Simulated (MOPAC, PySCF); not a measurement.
CH$_{2}$F$_{2}$, SMILES `FCF`, neutral singlet in the gas phase. 

Cartesian coordinates (Å):
SMILES: FCF
```xyz
5

F      1.1441     0.6700     0.0516
C     -0.0036    -0.0774     0.0026
F     -1.0771     0.7685    -0.0995
H     -0.0927    -0.6470     0.9414
H      0.0293    -0.7140    -0.8960
```
Charge 0, spin multiplicity 1.

All levels are single points at this geometry (PBE-D3(BJ)/def2-TZVP); Pople sets use spherical d functions. Orbital energies aren't observables, and empty levels follow the basis.

```
level                          HOMO (eV)  LUMO (eV)  gap (eV)  dipole (D)  vertical IE, Delta-SCF (eV)
-----------------------------  ---------  ---------  --------  ----------  ---------------------------
PBE-D3(BJ)/def2-TZVP in PySCF      -8.10       0.87      8.97        1.79                        12.40
BP86/6-31G* in PySCF               -7.66       2.21      9.86        1.62                            –
M06-2X/6-31G* in PySCF            -11.35       4.18     15.53        1.89                            –
PBE/6-31G* in PySCF                -7.51       2.25      9.76        1.60                        12.00
HF/6-31G* in PySCF                -14.43       6.69     21.12        2.20                        13.51
PM6 in MOPAC                      -13.38       2.46     15.84        1.89                            –
```
